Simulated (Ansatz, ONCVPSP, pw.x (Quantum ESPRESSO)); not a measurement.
## Ta: does the ONCV potential hold in the solid?

Ta, optimised norm-conserving Vanderbilt (ONCV), made with ONCVPSP 4.0.1.1 (patched build) (LDA (Perdew-Wang 92), scalar-relativistic). Core [Kr] 4d10 4f14, reference 5s2 5p6 5d3 6s1.5 6p0.5. Waves: 5s+6s: rc 1.90 bohr, ncon 4, nbas 8, qcut 5.5 1/bohr, 2 projectors; 5p+6p: rc 2.00 bohr, ncon 4, nbas 7, qcut 5.3 1/bohr, 2 projectors; 5d: rc 2.40 bohr, ncon 3, nbas 8, qcut 7.3 1/bohr, 2 projectors, debl 1.4 Ha. Local part: polynomial inside 1.50 bohr (lpopt 5, dvloc0 1 Ha). Core correction: none.

Crystal test: bcc Ta in pw.x 7.5, no spin, 14³ k-points, Fermi–Dirac smearing 0.01 Ry, cutoffs 40/160 Ry. The reference is all-electron LAPW (Ansatz 0.2.0) with the same functional, mesh and smearing; V0 and B0 come from Birch–Murnaghan fits to the pressures at five volumes. Errors are pseudo minus all-electron; Δ is the rms difference of the E(V) curves that follow from these fits, minima aligned, over ±6 % about the mean V0. Mesh and smearing are coarse, so the numbers serve the comparison and aren't converged zero-temperature values; the lattice is a test structure that the element need not adopt.

All-electron: a0 = 3.255 Å (V0 = 17.24 Å³/atom), B0 = 217.7 GPa.

Question: How far does the potential miss the all-electron equation of state?

Answer: mean pressure error (GPa): -3.70; a0 (Å): 3.236; a0 error (%): -0.56; B0 error (%): -0.7; Δ (meV/atom): 13.9. This is a poor potential for the solid.

```tsv
V (Å³/atom)	P all-electron (GPa)	P pseudo (GPa)
16.272	13.97	9.45
16.700	7.30	3.25
17.128	1.38	-2.27
17.556	-3.88	-7.18
17.984	-8.54	-11.54
```

Question: At the middle volume, how do free energy and pressure move when the wave cutoff is lowered (ecutrho kept at four times it)?

Answer:

| cutoff (Ry) | shift of F (meV/atom) | shift of P (GPa) |
| --- | --- | --- |
| 18 | +2067.8 | -83.45 |
| 24 | +235.2 | -12.92 |
| 32 | +9.7 | -0.65 |

The run at the middle volume (104 k-points, 7 iterations) took about 9.8 s on one core of a shared host (Neoverse-V1, 32 threads, 247 GiB, load 22).
